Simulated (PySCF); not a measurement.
# Stretching BO⁺

Set-up: B cc-pVDZ, O cc-pVDZ; no relativity (PySCF 2.14). Energies in eV from B⁺ + O in their ground configurations at the same level. State: ¹Σ⁺ (singlet), closed shell.

All columns are M06-2X. A positive dipole points towards O; it is taken about the centre of mass and depends on that origin.

```
R (Å)  E (eV)  μ (D)  Mulliken charge on B (basis-dependent)  HOMO (eV)  LUMO (eV)  Mayer bond order  ⟨S²⟩
1.029  -1.863  -5.64                                    0.58     -22.83     -15.03              2.96  0.00
1.076  -2.831  -5.76                                    0.63     -22.38     -15.06              2.93  0.00
1.124  -3.354  -5.87                                    0.68     -21.97     -15.08              2.91  0.00
1.160  -3.524  -5.95                                    0.72     -21.68     -15.11              2.89  0.00
1.196  -3.546  -6.01                                    0.75     -21.43     -15.15              2.87  0.00
1.232  -3.452  -6.05                                    0.79     -21.20     -15.22              2.84  0.00
1.280  -3.196  -6.09                                    0.83     -20.93     -15.32              2.79  0.00
1.339  -2.733  -6.11                                    0.87     -20.65     -15.36              2.72  0.00
1.411  -2.060  -6.13                                    0.92     -20.35     -15.28              2.61  0.00
1.507  -1.102  -6.08                                    0.96     -20.04     -15.22              2.40  0.00
```

A fit through these points gives, at Re = 1.184 Å, μ = -5.99 D and dμ/dR = -1.63 D/Å; the reduced mass is 6.521 u.

How strong is the fundamental in the double-harmonic approximation, I = 42.26·(dμ/dR)²/μred km/mol?

I = 42.26·(-1.63)²/6.521 = 17.2 km/mol at M06-2X.

For an ion De counts to the pair picked by the measured ionisation energies or electron affinities, which need not be the lowest pair at this level.
